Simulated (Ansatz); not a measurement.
**The cluster Ga₂N+: a spread of methods and bases**

How do the results and run time of the cluster Ga₂N+ respond when the settings are drawn wide?

Program: Ansatz 0.2.0, Gaussian basis. Level of theory: the settings change from run to run. These are calculated values, not measurements.

## Step 1: The geometry

An earlier PBE0-D4 in a triple-zeta def2 set relaxation fixed the geometry.

3 atoms, charge 1, spin multiplicity 1.

Atoms are counted from 1 here; the program's logs count them from 0.

Bond lengths: Ga1–N3 1.759 Å, Ga2–N3 1.759 Å. Angles: Ga1–N3–Ga2 179.9°.

## Step 2: revPBE/def2-SVP

Set apart from the defaults: high accuracy.

Input file in.yaml:

```yaml
crystal:
  periodic: [false, false, false]
  atoms:
    - {symbol: Ga, position_ang: [-1.362282, 1.053567, 0.358607]}
    - {symbol: Ga, position_ang: [1.362096, -1.053946, -0.358196]}
    - {symbol: N, position_ang: [0.000186, 0.000379, -0.000411]}
basis:
  gaussian: {orbitals: def2-SVP}
total_charge: 1
hamiltonian: {xc: {name: revPBE}}
accuracy: high
scf: {omitted_lower_state_checks: [starts]}
output: {forces: true}
```

Launch:

```bash
$ ansatz run in.yaml --threads 4 --pin off --events-out ev --progress --plain --max-ram 3916MiB
```

Output:

```text
Functional definition: revPBE
  name "revPBE"
  cite "Zhang & Yang, Phys. Rev. Lett. 80, 890 (1998) doi:10.1103/PhysRevLett.80.890"
  cite "Perdew, Burke & Ernzerhof, Phys. Rev. Lett. 77, 3865 (1996) doi:10.1103/PhysRevLett.77.3865"
  parameter kappa = 1.245
  parameter beta = 0.06672455060314922
  exchange = pbe_x(kappa = kappa, mu = beta*pi^2/3)
  correlation = pbe_c(beta = beta)
these checks for a lower state are left out or cut short: starts
1386 factors; integrals over basis functions are off by at most 7.5e-9 eV
mean field evaluation 1: about -106173.5794 eV, gradient 1.3e2 eV
mean field evaluation 2: about -105962.5937 eV, gradient 1.4e2 eV
mean field evaluation 4: about -106160.1611 eV, gradient 1.4e2 eV
mean field evaluation 8: about -106214.5850 eV, gradient 3.8e-2 eV
mean field evaluation 16: about -106214.5868 eV, gradient 1.5e-8 eV
mean field -106214.58676083 eV, -3903.3140686280 hartree, gradient 1.5e-8 eV, S^2 0.000000; 0 other end points of the search recorded, 0 dependent functions left out
the calculation of the forces begins
reference -106214.58676408 eV, -3903.3140687472 hartree; 34, 34 occupied and 44, 44 virtual orbitals, 1386 factors
Total energy: -106214.58676408 eV, -3903.3140687472 hartree
Atom 0 at    -1.362282     1.053567     0.358607 Å, force    -0.405209     0.313647     0.106483 eV/Å
Atom 1 at     1.362096    -1.053946    -0.358196 Å, force     0.405342    -0.313375    -0.106778 eV/Å
Atom 2 at     0.000186     0.000379    -0.000411 Å, force    -0.000133    -0.000272     0.000295 eV/Å
Dipole moment:    -0.000237    -0.000485     0.000525 e Å
Checks for a lower state left out: starts
```

Wall time 1.6 s (4 threads of Arm Neoverse V2, shared host).

Largest force 0.523 eV/Å.

## Step 3: r2SCAN/ANO-RCC-VTZP

This run has atoms shaken by 0.15 Å, finite nuclei.

Input file in.yaml:

```yaml
crystal:
  periodic: [false, false, false]
  atoms:
    - {symbol: Ga, position_ang: [-1.338571, 0.797741, 0.438193]}
    - {symbol: Ga, position_ang: [1.077675, -1.006984, -0.332486]}
    - {symbol: N, position_ang: [0.004269, 0.216417, -0.073299]}
basis:
  gaussian: {orbitals: ANO-RCC-VTZP, nuclear_model: gaussian}
total_charge: 1
hamiltonian: {xc: {name: r2SCAN}}
scf: {omitted_lower_state_checks: [starts]}
output: {forces: true}
```

The command is unchanged.

Output, shortened:

```text
Functional definition: r2SCAN
  name "r2SCAN"
  cite "Furness, Kaplan, Ning, Perdew & Sun, J. Phys. Chem. Lett. 11, 8208 (2020) doi:10.1021/acs.jpclett.0c02405"
  cite "Furness, Kaplan, Ning, Perdew & Sun, J. Phys. Chem. Lett. 11, 9248 (2020) doi:10.1021/acs.jpclett.0c03077"
  parent r2scan
[...]
1101 factors; their error is unknown
[...]
mean field -107270.55643361 eV, -3942.1202383405 hartree, gradient 6.4e-5 eV, S^2 0.000000; 0 other end points of the search recorded, 0 dependent functions left out
[...]
reference -107270.55644625 eV, -3942.1202388049 hartree; 34, 34 occupied and 82, 82 virtual orbitals, 1101 factors
Total energy: -107270.55644625 eV, -3942.1202388049 hartree
Relativity: scalar
Atom 0 at    -1.338571     0.797741     0.438193 Å, force    -7.236459     3.469811     2.689888 eV/Å
Atom 1 at     1.077675    -1.006984    -0.332486 Å, force     2.707201    -2.663780    -0.736882 eV/Å
Atom 2 at     0.004269     0.216417    -0.073299 Å, force     4.529257    -0.806031    -1.953006 eV/Å
Dipole moment:    -0.165025    -0.214240     0.119217 e Å
Checks for a lower state left out: starts
```

Run time: 3.5 s. Hardware: 4 threads of Arm Neoverse V2, shared host.

Largest force 8.464 eV/Å.

## Step 4: revPBE0/x2c-TZVPPall

Input file in.yaml:

```yaml
crystal:
  periodic: [false, false, false]
  atoms:
    - {symbol: Ga, position_ang: [-1.362282, 1.053567, 0.358607]}
    - {symbol: Ga, position_ang: [1.362096, -1.053946, -0.358196]}
    - {symbol: N, position_ang: [0.000186, 0.000379, -0.000411]}
basis:
  gaussian: {orbitals: x2c-TZVPPall}
total_charge: 1
hamiltonian: {xc: {name: revPBE0}}
```

Same command.

Output, shortened:

```text
Functional definition: revPBE0
  name "revPBE0"
  cite "Zhang & Yang, Phys. Rev. Lett. 80, 890 (1998) doi:10.1103/PhysRevLett.80.890"
  cite "Adamo & Barone, J. Chem. Phys. 110, 6158 (1999) doi:10.1063/1.478522"
  cite "Perdew, Burke & Ernzerhof, Phys. Rev. Lett. 77, 3865 (1996) doi:10.1103/PhysRevLett.77.3865"
[...]
965 factors; their error is unknown
[...]
mean field -107264.94335782 eV, -3941.9139616098 hartree, gradient 6.3e-5 eV, S^2 0.000000; 0 other end points of the search recorded, 0 dependent functions left out
reference -107264.94339115 eV, -3941.9139628349 hartree; 34, 34 occupied and 93, 93 virtual orbitals, 965 factors
Total energy: -107264.94339115 eV, -3941.9139628349 hartree
Relativity: scalar
```

Run time: 1.1 s. Hardware: 4 threads of Arm Neoverse V2, shared host.

## Step 5: SPW92/def2-SVP

This run has atoms shaken by 0.15 Å.

Input file in.yaml:

```yaml
crystal:
  periodic: [false, false, false]
  atoms:
    - {symbol: Ga, position_ang: [-1.300447, 1.370350, 0.283833]}
    - {symbol: Ga, position_ang: [1.564883, -1.023912, -0.049284]}
    - {symbol: N, position_ang: [0.178708, 0.048153, -0.008397]}
basis:
  gaussian: {orbitals: def2-SVP}
total_charge: 1
hamiltonian: {xc: {name: SPW92}}
output: {forces: true}
```

Same command.

Output, shortened:

```text
Functional definition: SPW92
  name "SPW92"
  cite "Dirac, Proc. Camb. Phil. Soc. 26, 376 (1930) doi:10.1017/S0305004100016108"
  cite "Slater, Phys. Rev. 81, 385 (1951) doi:10.1103/PhysRev.81.385"
  cite "Perdew & Wang, Phys. Rev. B 45, 13244 (1992) doi:10.1103/PhysRevB.45.13244"
[...]
882 factors; their error is unknown
[...]
mean field -106045.17349739 eV, -3897.0882460288 hartree, gradient 2.6e-5 eV, S^2 0.000000; 6 other end points of the search recorded, 0 dependent functions left out
[...]
reference -106045.17352975 eV, -3897.0882472182 hartree; 34, 34 occupied and 44, 44 virtual orbitals, 882 factors
Total energy: -106045.17352975 eV, -3897.0882472182 hartree
Atom 0 at    -1.300447     1.370350     0.283833 Å, force     2.175265    -1.960543    -0.452218 eV/Å
Atom 1 at     1.564883    -1.023912    -0.049284 Å, force    -0.815435     0.613474     0.000085 eV/Å
Atom 2 at     0.178708     0.048153    -0.008397 Å, force    -1.359831     1.347069     0.452133 eV/Å
Dipole moment:     0.036579     0.036827     0.089753 e Å
```

It took 1 s on 4 threads of Arm Neoverse V2, shared host.

Largest force 2.963 eV/Å.

## Step 6: The runs in one table

```tsv
level	charge	multiplicity	geometry	functions	energy (eV)	time
revPBE/def2-SVP	1	1	relaxed	78	-106214.587	1.6 s
r2SCAN/ANO-RCC-VTZP	1	1	shaken	116	-107270.556	3.5 s
revPBE0/x2c-TZVPPall	1	1	relaxed	127	-107264.943	1.1 s
SPW92/def2-SVP	1	1	shaken	78	-106045.174	1 s
```

## Step 7: Results

| quantity | value |
| --- | --- |
| runs | 4 |
| quickest | SPW92/def2-SVP, 1 s |
| slowest | r2SCAN/ANO-RCC-VTZP, 3.5 s |
| spread of total energies, same state and geometry | 1050.4 eV |

In words: Run time spans a factor of 4, from SPW92/def2-SVP to r2SCAN/ANO-RCC-VTZP. The jobs differ in tasks and options as well as level. Total energies at one charge and spin differ by 1050 eV between levels, so only differences within one level mean anything. Some of these runs are scalar-relativistic and others not, which shifts the totals of all-electron atoms past neon by several eV an atom and more; core potentials, where a basis has them, take the core out of the total altogether. At the PBE0-D4/def2-TZVP geometry and in the same state, the sound runs without point charges leave forces up to 0.52 eV/Å (revPBE/def2-SVP), against 8.5 eV/Å where the atoms were moved.
